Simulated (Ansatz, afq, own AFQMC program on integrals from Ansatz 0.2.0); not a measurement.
Atomization energy of CO, singlet

```xyz
2

O     0.0000    0.0000    0.0000
C     0.0000    0.0000    1.1234
```

Atoms in their ground-state spins without spin–orbit coupling (mostly on UHF) minus the molecule (RHF), without zero-point energy. The geometry is a stationary point, not shown to be a minimum.

Basis cc-pVTZ. Only valence electrons are correlated. AFQMC by an in-house program on the Cholesky factors that Ansatz 0.2.0 writes for its CCSD(T) run. The CISD trial takes its coefficients from CCSD amplitudes. Released means that phaseless walkers are propagated on without the constraint, phases kept. ± is one standard error of the sampling. The errors of all members are added in quadrature.

No full CI on the walks' own integrals is used here; CCSDT(Q) serves as the reference and is uncertain by about the last step of the cluster series. Each member takes its own surest rung, up to full CI.

The best estimate is CCSD(T) at the basis-set limit (CBS: def2-TZVPP and def2-QZVPP, with their diffuse functions for anions and beside diffuse sets, CCSD(T) itself extrapolated) plus the step from CCSD(T) to CCSDT(Q) in cc-pVTZ. Rows without CBS are in cc-pVTZ; B2PLYP and the wave-function rows carry a basis error of their own. Core correlation and relativity beyond core potentials are missing, and ± holds the sampling alone.

Cautions: other spins of the molecule weren't checked.

```tsv
level	atomization energy (kJ/mol)
wB97M-V	1090.2
HF	728.7
B2PLYP	1075.3
```

**Question.** From these cheaper values, estimate the atomization energy at the level of the best estimate.

**Answer.** 1081.5 kJ/mol (best estimate, highest rung CCSDT(Q)).

```tsv
level	atomization energy (kJ/mol)	error against the best estimate (kJ/mol)
MP2	1107.4	25.9
CCSD	1020.5	-61.0
CCSD(T)	1051.6	-29.9
CCSDT	1049.9	-31.6
CCSDT(Q)	1052.6	-28.9
ph-AFQMC/CISD	1051.2 ± 2.2	-30.3 ± 2.2
released AFQMC	1045.5 ± 3.1	-36.0 ± 3.1
HF/CBS	731.7	-349.8
MP2/CBS	1138.2	56.7
CCSD(T)/CBS	1080.5	-1.0
PBE	1125.1	43.6
r2SCAN	1068.9	-12.6
PBE0	1068.2	-13.3
B3LYP	1068.0	-13.4
```

Correlation beyond CCSD(T) adds 1.0 kJ/mol. Going to the basis-set limit adds 28.9 kJ/mol at CCSD(T). The perturbative (T) step is worth +31.0 kJ/mol. The functionals spread over 57.0 kJ/mol; B2PLYP and wB97M-V come nearest and PBE is 43.6 kJ/mol too high.

Best estimates are given only where the step beyond CCSD(T) is under 0.3 eV and no member's determinant is very poor (T1 over 0.05, or 0.07 for open shells, ⟨S²⟩ too high by 0.3, two states mixed), so the hardest cases are missing from such tables.

The functionals ran in a triple-zeta set and keep a basis error of their own, a few kJ/mol for each bond in atomization energies and more for double hybrids, so close places among them and the extrapolated levels can swap.

CCSDT and higher add their correlation energy to the determinant of the CCSD(T) run, since their own runs factorise the integrals more tightly (a shift of under 2 meV). Each member of a difference takes its own highest rung, so a best estimate needn't equal the limit plus the step of one row. A walk keeps the symmetry of its determinant, which the program's search chose and which needn't be the lowest solution, so a lower state of the same spin and another symmetry isn't excluded. Released energies are given only where the last usable release times agree within the noise; a slower fall can still hide under it.
